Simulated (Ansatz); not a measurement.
# triplet SiHCl at 6 levels

We compute a comparison of 6 runs (UHF/3-21G, U-wB97X/cc-pVTZ, UB2PLYP/cc-pVTZ, UPBE/cc-pVTZ, UBCCD(T)/cc-pVTZ, UCCSD(T)/cc-pVTZ) of triplet SiHCl. 

The results are computed with Ansatz 0.2.0.

59 further runs of the same task are left out: 59 set aside as unsound or not needed.

## Step 1: The system as given

The species is SiHCl (3 atoms), meant as a triplet with charge 0. SMILES of the parent species: `[SiH]Cl`. The shape is that of a PBE0-D4/def2-TZVP optimisation. That shape belongs to the parent species and isn't relaxed for this state.

Bond lengths: Si1–Cl2 2.077 Å, Si1–H3 1.529 Å. Angles: Cl2–Si1–H3 94.7°.

## Step 2: The energy at UHF/3-21G (run 1)

Contents of input.yaml:

```yaml
crystal:
  periodic: [false, false, false]
  atoms:
    - symbol: Si
      position_ang: [-0.548300, 0.570970, -0.233910]
    - symbol: Cl
      position_ang: [1.275420, 0.352820, 0.736230]
    - symbol: H
      position_ang: [-0.727130, -0.923790, -0.502320]
basis:
  gaussian: {orbitals: 3-21G.json}
magnetization: {spin_polarized: true, initial_magnetization: 2}
hamiltonian: {xc: hf}
accuracy: high
output: {orbitals: {seedname: orbitals}}
```

The basis set 3-21G is read from a file made from the Basis Set Exchange's data (not shown).

Launch:

```bash
ansatz run input.yaml --threads 1 --pin off --max-ram 3480MiB --events-out events.jsonl --progress --plain --runs-dir runs
```

What it wrote:

```text
Warning: RAYON_NUM_THREADS=1 ignored (pool sized by the plan → 1); use --threads N
Functional definition: HF
  name "HF"
  exchange = exact_x
  correlation = 0
569 factors; integrals over basis functions are off by at most 3.7e-9 eV
mean field evaluation 1: about -20277.9260 eV, gradient 7.4e0 eV
mean field evaluation 2: about -20277.9302 eV, gradient 7.4e0 eV
mean field evaluation 4: about -20278.6497 eV, gradient 1.5e0 eV
mean field evaluation 8: about -20278.7208 eV, gradient 1.8e-1 eV
mean field -20278.72230739 eV, -745.2292993849 hartree, gradient 4.0e-8 eV, S^2 2.004580; 0 other end points of the search recorded, 0 dependent functions left out
reference -20278.72230739 eV, -745.2292993849 hartree; 17, 15 occupied and 11, 13 virtual orbitals, 569 factors
Total energy: -20278.72230739 eV, -745.2292993849 hartree
```

It took 0.26 s on 1 thread of Arm Neoverse V1, shared host.

## Step 3: The energy at U-wB97X/cc-pVTZ (run 2)

Contents of run.yaml:

```yaml
crystal:
  periodic: [false, false, false]
  atoms:
    - {symbol: Si, position_ang: [-0.548300, 0.570970, -0.233910]}
    - {symbol: Cl, position_ang: [1.275420, 0.352820, 0.736230]}
    - {symbol: H, position_ang: [-0.727130, -0.923790, -0.502320]}
basis:
  gaussian:
    orbitals: cc-pVTZ
output: {orbitals: {seedname: orbitals}}
accuracy: high
hamiltonian:
  xc: {name: wB97X}
magnetization:
  spin_polarized: true
  initial_magnetization: 2
```

Launch:

```bash
ansatz run run.yaml --threads 1 --pin off --max-ram 3480MiB --events-out events.jsonl --progress --plain --runs-dir runs
```

What it wrote, shortened:

```text
Warning: RAYON_NUM_THREADS=1 ignored (pool sized by the plan → 1); use --threads N
Functional definition: wB97X
  name "wB97X"
[...]
      + exact_x_lr(omega)
[...]
      + integral(e_c_pw_opposite_spin*poly(b97_u_opposite, 1, cos1, cos2, cos3, cos4))
1263 factors; integrals over basis functions are off by at most 3.9e-9 eV
273 factors; integrals over basis functions are off by at most 1.9e-9 eV
[...]
mean field -20415.04606069 eV, -750.2391049150 hartree, gradient 5.6e-8 eV, S^2 2.005088; 0 other end points of the search recorded, 0 dependent functions left out
reference -20415.04605934 eV, -750.2391048656 hartree; 17, 15 occupied and 65, 67 virtual orbitals, 1263 factors
Total energy: -20415.04605934 eV, -750.2391048656 hartree
```

Wall time 29 s (1 thread of Arm Neoverse V1, shared host); peak memory 0.46 GiB.

Runs 3 to 5 aren't shown in full; the table further down has their settings and results.

## Step 4: A single-point energy at UCCSD(T)/cc-pVTZ (run 6)

Contents of in.yaml:

```yaml
crystal:
  periodic: [false, false, false]
  atoms:
    - {symbol: Si, position_ang: [-0.548300, 0.570970, -0.233910]}
    - {symbol: Cl, position_ang: [1.275420, 0.352820, 0.736230]}
    - {symbol: H, position_ang: [-0.727130, -0.923790, -0.502320]}
basis:
  gaussian: {orbitals: cc-pVTZ}
magnetization: {spin_polarized: true, initial_magnetization: 2}
correlation: {method: ccsd_t, frozen_orbitals: {Cl: 5, H: 0, Si: 5}}
accuracy: high
scf: {omitted_lower_state_checks: [cluster_reference, increment]}
```

Launch:

```bash
ansatz run in.yaml --threads 1 --pin off --max-ram 3480MiB --events-out events.jsonl --progress --plain --runs-dir runs
```

What it wrote, shortened:

```text
Warning: RAYON_NUM_THREADS=1 ignored (pool sized by the plan → 1); use --threads N
[... 2 set-up lines as earlier in the session ...]
[...]
1263 factors; integrals over basis functions are off by at most 3.9e-9 eV
[...]
mean field -20381.41354098 eV, -749.0031326127 hartree, gradient 2.4e-8 eV, S^2 2.008480; 0 other end points of the search recorded, 0 dependent functions left out
10 core orbitals not correlated: weight in the atoms' cores, before any rotation towards them, 1.000 or more for the frozen orbitals, at most 0.000 for the correlated occupied ones
reference -20381.41354098 eV, -749.0031326127 hartree; 7, 5 occupied and 65, 67 virtual orbitals, 1263 factors
second order -7.28162288 eV of doubles, -0.00000000 eV of singles
cycle   1  -7.83339514 eV  change   -5.5e-1 eV  update   6.7e-2
[...]
cycle  24  -8.11819873 eV  change  -9.0e-10 eV  update  8.5e-10
perturbative correction -0.34488537 eV, -0.0126743036 hartree
Total energy: -20389.87662508 eV, -749.3141452169 hartree
Checks for a lower state left out: cluster_reference, increment
```

Wall time 9.9 s (1 thread of Arm Neoverse V1, shared host); peak memory 0.49 GiB.

## Step 5: The series

| run | level | frozen core orbitals | energy (Eh) | HOMO energy (eV) | ⟨S²⟩ | wall time |
| --- | --- | --- | --- | --- | --- | --- |
| 1 | UHF/3-21G | – | -745.229299 | -8.68 | 2.005 | 0.26 s |
| 2 | U-wB97X/cc-pVTZ | – | -750.239105 | -7.69 | 2.005 | 29 s |
| 3 | UB2PLYP/cc-pVTZ | 10 | -750.001684 | -6.44 | 2.007 | 8.7 s |
| 4 | UPBE/cc-pVTZ | – | -749.918566 | -4.45 | 2.003 | 5.1 s |
| 5 | UBCCD(T)/cc-pVTZ | 10 | -749.314222 | – | 2.008 | 15 s |
| 6 | UCCSD(T)/cc-pVTZ | 10 | -749.314145 | – | 2.008 | 9.9 s |

## Step 6: Summary of results

```
                                           quantity          value
                                run 6: total energy  -749.31415 Eh
run 6: correlation energy (10 core orbitals frozen)     -311.0 mEh
                              run 6: (T) correction     -12.67 mEh
           run 6: ⟨S²⟩ of the reference determinant          2.008
                               run 6: T1 diagnostic          0.022
```

**Reading.** Totals of different functionals can't be ranked against each other. All runs together took 68 s, the longest 29 s.
